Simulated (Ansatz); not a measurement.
bcc Rb

Computed with LDA (Ansatz, a quantum-chemistry and plane-wave program, PAW).

Numerical settings: plane-wave cutoff 520 eV, 16×16×16 k mesh, Fermi–Dirac smearing 0.066 eV (set by the program), scalar-relativistic PAW data made under PBE.

Cell: measured lattice: a = 5.6990 Å, b = 5.6990 Å, c = 5.6990 Å, α = 90.00°, β = 90.00°, γ = 90.00°.

- elastic constant C11: 1.85 GPa
- elastic constant C12: 1.63 GPa
- elastic constant C44: 1.60 GPa
- Voigt–Reuss–Hill bulk modulus: 1.70 GPa
- polycrystal shear modulus (Hill average): 0.63 GPa
- Young modulus: 1.7 GPa
- Poisson ratio: 0.335

Measured, for comparison: elastic constant C11 3.41 GPa, elastic constant C12 2.87 GPa, elastic constant C44 2.21 GPa (temperature not stated, not corrected to a static lattice; as tabulated in arXiv:1601.06701). Computed (rounded) less measured: elastic constant C11 -46 %, elastic constant C12 -43 %, elastic constant C44 -28 %.

Note: the cell isn't this level's own, so it is under some stress, which shifts stiffness and frequencies.

Elastic constants are with the ions relaxed.

Computed values are for the static lattice.

The result took roughly 4 core-minutes.
